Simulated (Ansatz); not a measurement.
```yaml
crystal:
  periodic: [false, false, false]
  atoms:
    - {symbol: Pd, position_ang: [0.000000, 0.000000, 0.000000]}
    - {symbol: O, position_ang: [0.000000, 0.000000, 2.050000]}
basis:
  gaussian: {orbitals: def2-TZVP}
total_charge: 1
magnetization: {spin_polarized: true, initial_magnetization: 3}
hamiltonian: {xc: pbe0}
relax: {f_tol: 0.004, max_steps: 80}
```

```sh
$ ansatz run in.yaml --threads 1 --pin off --events-out ev --progress --plain --max-ram 2176MiB
```

Steps of the relaxation (energy above the last step; positions in Å, forces in eV/Å):

```
2
step 1, 429.0 meV
Pd    0.000    0.000    0.000    0.000    0.000    2.072
O     0.000    0.000    2.050    0.000    0.000   -2.072
```

```
2
step 2, 175.6 meV
Pd    0.000    0.000    0.062    0.000    0.000    1.893
O     0.000    0.000    1.988    0.000    0.000   -1.893
```

```
2
step 3, 1168.7 meV
Pd    0.000    0.000    0.257    0.000    0.000  -12.502
O     0.000    0.000    1.793    0.000    0.000   12.502
```

```
2
step 4, 7.3 meV
Pd    0.000    0.000    0.124    0.000    0.000    0.538
O     0.000    0.000    1.926    0.000    0.000   -0.538
```

```
2
step 6, 0.0 meV
Pd    0.000    0.000    0.137    0.000    0.000    0.000
O     0.000    0.000    1.913    0.000    0.000    0.000
```

Close pairs at the end: Pd1–O2 1.776 Å.

A stationary point of unrestricted PBE0 after 6 steps, with ⟨S²⟩ = 3.763 against 3.75 for a pure state. 19 s on 1 thread of Arm Neoverse V1, shared host.
